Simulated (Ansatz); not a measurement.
Two shapes of singlet CH3(+).

Shape 1:

```xyz
4

C     0.0336   -0.0010    0.0370
H     1.1130   -0.0120    0.0477
H    -0.5226    0.9853   -0.0280
H    -0.5979   -0.9391    0.0102
```

Shape 2:

```xyz
4

C     0.0000    0.0000    0.0000
H     1.1924    0.0000    0.0000
H    -0.5962    1.0326    0.0000
H    -0.5962   -1.0326    0.0000
```

Basis set: def2-TZVP (spherical functions). Frozen core: 1 orbital. Charge 1, multiplicity 1.

Computed with Ansatz (development build ahead of 0.2.0); each method stands on the lowest determinant of its kind that the runs found.

Q: Which shape is lower in energy, and by how much in each method?

A:

| method | E(2) − E(1) (eV) |
| --- | --- |
| RHF | 0.471 |
| RHF-MP2 | 0.392 |

Shape 1 is lower.
